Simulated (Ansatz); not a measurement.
Bulk modulus B0 of some cubic tetrahedrally bonded semiconductors and semimetals

Method: r²SCAN-D4 in Ansatz (plane waves, PAW). References are measured values corrected to a static lattice.

Values in GPa.

```tsv
solid	reference	r²SCAN-D4	error (%)
zinc-blende BP	176 (168–176)	172	-2.3
zinc-blende InSb	46.1	44.8	-2.8
cubic BN	410 (388–410)	398	-2.9
diamond-structure Si	101	98.2	-2.8
zinc-blende GaP	89.6	90.4	+0.9
diamond	455	455	0.0
diamond-structure Ge	77.3	72.9	-5.7
zinc-blende InP	72	70.2	-2.5
zinc-blende GaAs	76.7	74.8	-2.5
```

Over these 9 solids the mean error is -2.3 %, the mean absolute error 2.5 % (median 2.5 %), and the worst case diamond-structure Ge at -5.7 %; the value is too low in 7 of 9 cases.

All these references are brought to a static lattice.

Spin–orbit coupling is left out, also for the solids with elements from indium on (zinc-blende InSb, zinc-blende InP); its size isn't shown.

Brackets give the range of the sources taken for a reference, where it is wide; it can hold other temperatures.

Differences are worked out from the printed values.

Each level is taken at its own relaxed cell. Ansatz's density-functional and Hartree–Fock values are scalar-relativistic unless marked +SOC, with PAW data made under PBE.

Not in this set, of the tetrahedrally bonded semiconductors and semimetals with a reference value in our tables and a result at some level: 16 for a reference at room or unstated temperature; 3 for no value at r²SCAN-D4 (not run, a failed fit, an unstable or unbound cell, or a value held back for tests); 2 for a high-temperature or high-pressure phase; 1 for sources at odds; 1 for a value of another source that differs by over 15 % in a way that heat doesn't explain. These can be a level's best or worst cases. At least 5 more with a reference value are held back for tests. Solids without a released value at any level aren't counted. Layered and molecular crystals are counted apart. The metals Ce to Yb are counted apart.

References as tabulated in Mejia-Rodriguez and Trickey (2018), arXiv:1807.09216; Goldzak et al. (2022), arXiv:2208.04865; Sun et al. (2011), doi:10.1103/physrevb.84.035117; Tanner et al. (2021), arXiv:2110.11888.

Ansatz is an electronic-structure program.
